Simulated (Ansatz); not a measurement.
# AlFH4Si, SMILES F[SiH2][AlH2]: a rigid torsion scan

Program: Ansatz 0.2.0 through its Python package.

`torsion.py`
```python
"""Rigid torsion scan of AlFH4Si."""

import ansatz as az
from ase import Atoms

BASIS_SET = "def2-SVP"
FUNCTIONAL = "R2SCAN0"
FORCE_TOL = 0.02


def main() -> None:
    atoms = Atoms(["F", "Si", "Al", "H", "H", "H", "H"], positions=[
        [-2.2066, -0.1141, 0.2218],
        [-0.7884, -0.2559, -0.5954],
        [0.9574, 0.0778, 0.9126],
        [-0.6262, -1.5973, -1.1632],
        [-0.6889, 0.7301, -1.6952],
        [0.9298, 1.3983, 1.842],
        [2.4842, -0.307, 0.4317],
    ])

    # relax first, so that the scan starts from a minimum
    first = (
        az.Crystal.molecule_from_ase(atoms).calculation()
        .basis(gaussian=BASIS_SET)  # the orbital basis, by name
        .functional(FUNCTIONAL)
        .relax(force_tolerance=FORCE_TOL, max_steps=80)  # relax until the tolerances are met
    )
    atoms.positions = first.run(threads=1, backend="cpu").report["positions_ang"]

    start = atoms.get_dihedral(0, 1, 2, 5)
    energies = {}
    for turn in range(0, 360, 40):
        turned = atoms.copy()
        turned.set_dihedral(0, 1, 2, 5, start + turn, indices=[2, 5, 6])
        job = az.Crystal.molecule_from_ase(turned).calculation()
        job = job.basis(gaussian=BASIS_SET).functional(FUNCTIONAL)
        energies[round((start + turn) % 360)] = job.run(threads=1, backend="cpu").report["free_energy_ev"]
    floor = min(energies.values())
    print("dihedral F0-Si1-Al2-H5 (deg)   E - E(min) (kJ/mol)")
    for angle, e in sorted(energies.items()):
        print(f"{angle:8d} {96.485332 * (e - floor):14.3f}  " + "#" * int(30 * (e - floor) / max(max(energies.values()) - floor, 1e-9)))


if __name__ == "__main__":
    main()
```

`python torsion.py` gives:
```text
dihedral F0-Si1-Al2-H5 (deg)   E - E(min) (kJ/mol)
      38          1.397  ##########
      78          3.775  #############################
     118          2.974  #######################
     158          0.660  #####
     198          0.521  ####
     238          2.733  #####################
     278          3.871  ##############################
     318          1.646  ############
     358          0.000
```

The scan is rigid and the energies are electronic, in a modest basis. With rigid groups the curve can differ much from the relaxed path, the start wasn't checked as a minimum of this torsion, and equivalent turns needn't return to the same energy. The whole script took 91 s on 1 thread of Arm Neoverse V1, on a shared host, peak memory 0.23 GiB.

(A comment or docstring line of the script was reworded after the run, the code is as it ran.)
